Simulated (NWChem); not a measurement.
# One shape, several levels: C2H3FS (SMILES FCC=S)

We compute a comparison of 4 runs (HF/STO-3G, HF/3-21G, B3LYP/6-31G*) of C2H3FS. 

The calculation is run with NWChem 7.3.0.

## (1) The molecule

C2H3FS: 7 atoms, total charge 0, spin state singlet. SMILES: `FCC=S`. Geometry: relaxed at GFN2-xTB. This is one conformer, not always the lowest.

Bond lengths: F1–C2 1.368 Å, C2–C3 1.486 Å, C3–S4 1.611 Å, C2–H5 1.098 Å, C2–H6 1.098 Å, C3–H7 1.086 Å. Angles: F1–C2–C3 111.3°, C2–C3–S4 123.4°, F1–C2–H5 107.3°, F1–C2–H6 107.4°, C3–C2–H5 110.9°, C3–C2–H6 111.2°, C2–C3–H7 115.5°, S4–C3–H7 121.1°, H5–C2–H6 108.6°.

## (2) Energy and forces at HF/STO-3G (run 1)

The input, sp.xyz:

```xyz
7
C2H3FS gradient
F     -1.242000     1.112510     0.434660
C     -0.029280     0.480270     0.432290
C      0.005780    -0.618490    -0.567900
S      1.307480    -1.526770    -0.841980
H      0.138690     0.093270     1.446290
H      0.735460     1.237610     0.216180
H     -0.916140    -0.778390    -1.119550
```

The input, sp.nw:

```
start sp
title "C2H3FS gradient"
memory 2200 mb

geometry units angstroms noautosym nocenter noautoz
  load sp.xyz
end

basis spherical bse
  * library STO-3G
end

scf
  nopen 0
  rhf
  thresh 1e-08
  maxiter 80
  print low
end

task scf gradient
```

Launch:

```
$ nwchem sp.nw > sp.out
```

Log:

```text
[...]
  functions       =    27
[...]
  wavefunction    = RHF
[...]
         Total SCF energy =   -567.698867347524
      One-electron energy =  -1078.213764162660
      Two-electron energy =    365.233323115342
 Nuclear repulsion energy =    145.281573699794
        Time for solution =      1.2s
[...]
                         RHF ENERGY GRADIENTS
    atom               coordinates                        gradient
                 x          y          z           x          y          z
   1 F      -2.347040   2.102339   0.821388    0.026155  -0.012514   0.001214
   2 C      -0.055331   0.907579   0.816910    0.002208  -0.026694  -0.024865
   3 C       0.010923  -1.168777  -1.073175   -0.046252   0.055689   0.032119
   4 S       2.470779  -2.885177  -1.591111    0.027882  -0.017189  -0.003921
   5 H       0.262086   0.176255   2.733092   -0.008336   0.002247  -0.001716
   6 H       1.389818   2.338744   0.408521   -0.008283   0.002492  -0.001688
   7 H      -1.731254  -1.470944  -2.115643    0.006627  -0.004031  -0.001143
 Task  times  cpu:        1.5s     wall:        1.5s
 Total times  cpu:        1.6s     wall:        1.6s
```

Run time: 2.1 s. Hardware: 1 thread of Intel Xeon Platinum 8375C at 2.90GHz (Ice Lake), shared host; peak memory 0.097 GiB.

## (3) Energy and gradient at HF/3-21G (run 2)

The input, run.py:

```python
from ase import Atoms
from ase.calculators.nwchem import NWChem

molecule = Atoms('FCCSHHH', positions=[
    [-1.242000, 1.112510, 0.434660],
    [-0.029280, 0.480270, 0.432290],
    [0.005780, -0.618490, -0.567900],
    [1.307480, -1.526770, -0.841980],
    [0.138690, 0.093270, 1.446290],
    [0.735460, 1.237610, 0.216180],
    [-0.916140, -0.778390, -1.119550],
])

calc = NWChem(
    label='sp',
    theory='scf',
    memory='2200 mb',
    basis='3-21G',
    basispar='spherical bse',
    scf={'nopen': '0', 'rhf': None, 'thresh': '1e-08', 'maxiter': '80'},
)
molecule.calc = calc

forces = molecule.get_forces()
e = molecule.get_potential_energy()
print(f"E = {e:.6f} eV")
print("forces (eV/A):")
for s, f in zip(molecule.symbols, forces):
    print(f"{s:2s} {f[0]:10.5f} {f[1]:10.5f} {f[2]:10.5f}")
print("dipole (e A):", molecule.get_dipole_moment().round(4))
```

Launch:

```
$ export ASE_NWCHEM_COMMAND="nwchem PREFIX.nwi > PREFIX.nwo"
$ python run.py
```

Log:

```text
E = -15550.536168 eV
forces (eV/A):
F    -1.52148    0.57320   -0.20456
C     1.35219    0.19324    0.86348
C    -1.31820    0.54060   -0.12079
S     1.15957   -0.86548   -0.28226
H     0.17432    0.02874   -0.62560
H    -0.16980   -0.62534    0.06978
H     0.32344    0.15504    0.29994
dipole (e A): [-0.0312  0.1371  0.131 ]
```

The calculator wrote sp.nwi:

```
title "sp"

permanent_dir sp

scratch_dir sp

start sp

geometry units angstrom nocenter noautosym noautoz
  F  -1.2420000000000000e+00 1.1125100000000001e+00 4.3465999999999999e-01
  C  -2.9280000000000000e-02 4.8026999999999997e-01 4.3229000000000001e-01
  C  5.7800000000000004e-03 -6.1848999999999998e-01 -5.6789999999999996e-01
  S  1.3074800000000000e+00 -1.5267700000000000e+00 -8.4197999999999995e-01
  H  1.3869000000000001e-01 9.3270000000000006e-02 1.4462900000000001e+00
  H  7.3546000000000000e-01 1.2376100000000001e+00 2.1618000000000001e-01
  H  -9.1613999999999995e-01 -7.7839000000000003e-01 -1.1195500000000000e+00
end

memory 2200 mb

basis spherical bse noprint
   * library 3-21G
end

scf
  nopen 0
  rhf
  thresh 1e-08
  maxiter 80
end

task scf gradient
```

sp.nwo:

```text
Northwest Computational Chemistry Package (NWChem) 7.3.0
             --------------------------------------------------------

           Job information
           ---------------

    nwchem branch   = 7.3.0
    use scalapack   = T
    input           = sp.nwi
    prefix          = sp.
    data base       = sp/sp.db
    status          = startup
    nproc           =        1

           Memory information
           ------------------

[... 5 lines left out ...]
    hardfail = no
[... 137 lines left out ...]
         Quadratically convergent ROHF
[... 15 lines left out ...]
       Final RHF  results
[... 4 lines left out ...]
      Two-electron energy =    361.251292627479
[... 39 lines left out ...]
                       ROHF Final Molecular Orbital Analysis
[... 223 lines left out ...]
                 ----------------------------------------
                 |  Time  |  1-e(secs)   |  2-e(secs)   |
                 ----------------------------------------
                 |  CPU   |       0.00   |       0.34   |
                 ----------------------------------------
                 |  WALL  |       0.00   |       0.34   |
                 ----------------------------------------

 Task  times  cpu:        1.9s     wall:        1.9s
 Total times  cpu:        1.9s     wall:        1.9s
```

Wall time 2.9 s (1 thread of Intel Xeon Platinum 8375C at 2.90GHz (Ice Lake), shared host); peak memory 0.098 GiB.

Run 3 isn't shown in full; the table further down has it.

## (4) Energy and gradient at B3LYP/6-31G(d) (Cartesian functions) (run 4)

The input, mol.nw:

```
start mol
memory 2200 mb
geometry units angstroms noautosym nocenter noautoz
 F    -1.242000    1.112510    0.434660
 C    -0.029280    0.480270    0.432290
 C     0.005780   -0.618490   -0.567900
 S     1.307480   -1.526770   -0.841980
 H     0.138690    0.093270    1.446290
 H     0.735460    1.237610    0.216180
 H    -0.916140   -0.778390   -1.119550
end
basis cartesian
 * library 6-31G*
end
dft
 xc b3lyp
 mult 1
 grid xfine
 convergence energy 1e-08
 maxiter 100
 mulliken
 print medium
end
task dft gradient
```

Launch:

```
$ nwchem mol.nw > mol.out
```

Log:

```text
[...]
          Wavefunction type:  closed shell.
          No. of atoms     :     7
          No. of electrons :    40
[...]
          Charge           :     0
          Spin multiplicity:     1
[...]
          AO basis - number of functions:    70
[...]
              XC Information
              --------------
                         B3LYP Method XC Potential
                     Hartree-Fock (Exact) Exchange  0.200
                        Slater Exchange Functional  0.800 local
                    Becke 1988 Exchange Functional  0.720 non-local
              Lee-Yang-Parr Correlation Functional  0.810
                  VWN I RPA Correlation Functional  0.190 local
[...]
 d= 0,ls=0.0,diis     1   -575.8987387542 -7.21D+02  2.47D-02  9.54D-01     2.4
[...]
 d= 0,ls=0.0,diis    11   -576.0066166351 -3.71D-10  2.42D-07  3.61D-10    24.9
         Total DFT energy =     -576.006616635077
      One electron energy =    -1082.199676503087
           Coulomb energy =      409.035474058831
    Exchange-Corr. energy =      -48.123987890614
 Nuclear repulsion energy =      145.281573699793
[...]
      Total Density - Mulliken Population Analysis
     ---------------------------------------------
    Atom       Charge   Shell Charges
 -----------   ------   -------------------------------------------------------
    1 F    9     9.31   1.99  0.94  3.32  0.98  2.02  0.05
    2 C    6     5.97   1.99  0.70  2.03  0.52  0.67  0.06
    3 C    6     6.22   1.99  0.74  1.98  0.62  0.88  0.02
    4 S   16    16.07   2.00  1.99  5.97  1.43  2.97  0.54  1.17  0.00
    5 H    1     0.82   0.53  0.29
    6 H    1     0.82   0.53  0.29
    7 H    1     0.79   0.52  0.27
[...]
  wavefunction    = closed shell
[...]
```

Run time: 30 s. Hardware: 1 thread of Intel Xeon Platinum 8375C at 2.90GHz (Ice Lake), shared host; peak memory 0.13 GiB.

## (5) All runs side by side

```tsv
run	level	iteration cap	module	energy (Eh)	largest force (eV/Å)	wall time
1	HF/STO-3G	80	scf	-567.698867	4.072	2.1 s
2	HF/3-21G	80	scf	-571.471668	1.639	2.9 s
3	B3LYP/6-31G* (spherical functions)	100	dft	-576.001205	0.871	27 s
4	B3LYP/6-31G* (Cartesian functions)	100	dft	-576.006617	0.896	30 s
```

## (6) Summary of results

```
                       quantity          value
            run 4: total energy  -576.00662 Eh
           run 4: dipole moment         0.88 D
             run 4: HOMO energy       -6.51 eV
             run 4: LUMO energy       -2.60 eV
           run 4: HOMO–LUMO gap        3.90 eV
run 4: largest force on an atom     0.896 eV/Å
```

In words: Over runs 2, 3, 4 the dipole moment (its size) runs from 0.88 D (B3LYP/6-31G*) to 0.92 D (HF/3-21G). The two ends differ in method and basis. Over runs 2, 3, 4 the HOMO–LUMO gap runs from 3.90 eV (B3LYP/6-31G*) to 10.99 eV (HF/3-21G). In run 1 the basis is minimal, so the values are rough. All runs together took 62 s, the longest 30 s.
